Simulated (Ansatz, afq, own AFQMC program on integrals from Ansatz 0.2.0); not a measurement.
**Where AFQMC and coupled cluster stand for C2H, doublet**

```xyz
3

C     0.0000    0.0000   -0.0367
C     0.0000    0.0000   -0.9927
H     0.0000    0.0000    1.0293
```

Connectivity, by distances: CH–C.

Basis 6-31G. Noble-gas cores (and the filled d shells of Ga–Kr and In–Xe) are frozen. Ansatz 0.2.0 and our own AFQMC program on the same integrals; the CISD trial comes from CCSD amplitudes, and released means the phaseless constraint is let go. Uncertainties: one standard error, sampling alone.

Determinant: ROHF, the one that the program's search chose, which needn't be the lowest solution. The geometry is a point of a scan.

Full CI on the same integrals is exact in this basis and with this determinant's frozen core.

- T1 diagnostic: 0.0190
- weight of the determinant in the CISD state: 0.923
- size of the correlated space: 9 electrons in 18 orbitals

```json
{"level": "MP2", "correlation energy (eV)": "-3.6070"}
{"level": "CCSD", "correlation energy (eV)": "-4.1078"}
{"level": "CCSD(T)", "correlation energy (eV)": "-4.1912"}
```

Problem. Estimate where full CI lies against CCSD(T) on the same integrals.

Solution. 0.70 mEh below CCSD(T).

Reference: full CI, correlation energy -4.210 eV. The released energy is read at 2.40 1/Eh (meV from the phaseless value at times in 1/Eh: -2.6 ± 1.9 at 0.24, -5.8 ± 1.5 at 0.51, -6.1 ± 1.8 at 0.99, -7.9 ± 1.7 at 1.62, -6.1 ± 1.6 at 2.40).

| level | E − E(reference) (mEh) | share of correlation (%) |
| --- | --- | --- |
| CCSD(T) | 0.70 | 99.54 |
| CCSDT | 0.42 | 99.73 |
| CCSDT(Q) | 0.03 | 99.98 |
| CCSDTQ | 0.03 | 99.98 |
| ph-AFQMC/CISD | 0.28 ± 0.08 | 99.82 |
| released AFQMC | 0.05 ± 0.06 | 99.97 |

CCSDT and higher add their correlation energy to the determinant of the CCSD(T) run, since their own runs factorise the integrals more tightly (a shift of under 2 meV). A walk keeps the symmetry of its determinant, which the program's search chose and which needn't be the lowest solution, so a lower state of the same spin and another symmetry isn't excluded. Released energies are given only where the last usable release times agree within the noise; a slower fall can still hide under it.
